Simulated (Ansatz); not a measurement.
## Worked example: correlation energy of C–O–SiH, quartet

Geometry: displaced at random from a stationary point.

```xyz
4

C     0.0897    0.3439    1.7171
O    -0.0752   -0.2929    0.6368
Si    0.0014   -0.0284   -1.0441
H     0.0845    1.3429   -1.4763
```

Basis cc-pVDZ; Ansatz 0.2.0. Correlated methods freeze the noble-gas cores, which leaves 15 electrons in 44 orbitals. R marks a restricted (for open shells ROHF) determinant, U an unrestricted one.

Full CI isn't at hand for all of this; UCCSDT(Q) serves as the reference, and is uncertain by the last step of the cluster series or more.

UCCSD has a T1 diagnostic of 0.026 and a largest doubles amplitude of 0.08.

Runs differ by some tens of microhartree through their thresholds and, for an open shell, their frozen cores, so steps under 0.03 kcal/mol mean nothing.

Here the R and U totals at CCSDT(Q) differ by 0.12 kcal/mol, a measure of how far such totals hang on the determinant and its frozen core.

```
    level  total energy (hartree)
      UHF             -402.081029
     UMP2             -402.404240
    UCCSD             -402.434629
 UCCSD(T)             -402.445909
   UCCSDT             -402.447148
UCCSDT(Q)             -402.448201
```

What is the correlation energy at UCCSDT(Q), and what share of it do UMP2 and UCCSD recover?

E(corr) = -402.448201 − (-402.081029) = -0.367172 hartree = -9.991 eV. UMP2: -0.323211 / -0.367172 = 88.03 %. UCCSD: -0.353600 / -0.367172 = 96.30 %.

By how many kcal/mol does UCCSD(T) miss UCCSDT(Q) (1 hartree = 627.509 kcal/mol), and which steps make up the rest?

-402.445909 − (-402.448201) = 0.002292 hartree = 1.44 kcal/mol. Steps: UCCSDT − UCCSD(T) = -0.78, UCCSDT(Q) − UCCSDT = -0.66 kcal/mol. Differences between like states or geometries often cancel part of this.
